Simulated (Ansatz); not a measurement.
bcc W was calculated with r²SCAN (plane waves, PAW; Ansatz, an electronic-structure program).

Run with plane-wave cutoff 600 eV, 28×28×28 k mesh, Fermi–Dirac smearing 0.095 eV (set by the program), no spin polarisation, scalar-relativistic PAW data made under PBE.

The cell has the measured lattice: a = b = c = 3.165 Å, α = β = γ = 90.00°.

Task: Estimate the elastic constant C11, Voigt–Reuss–Hill bulk modulus, elastic constant C12 and elastic constant C44 that the calculation returns.

Result: 
- elastic constant C11 = 559 GPa
- Voigt–Reuss–Hill bulk modulus = 324 GPa
- elastic constant C12 = 206 GPa
- elastic constant C44 = 149 GPa

Measured, for comparison: elastic constant C11 533 GPa, elastic constant C12 205 GPa, elastic constant C44 163 GPa (0 K, extrapolated to 0 K; zero-point effects included; as tabulated in Wang et al. (2022), arXiv:2209.12322). Computed (rounded) less measured: elastic constant C11 +5 %, elastic constant C12 +0.5 %, elastic constant C44 -9 %.

Note: shear constants of such metals converge slowly with the k mesh; the cell isn't this level's own, so it is under some stress, which shifts stiffness and frequencies.

Elastic constants are with the ions relaxed.

Spin–orbit coupling is not included.

Computed values are for the static lattice.

The result took about 7 core-minutes (a rough figure).
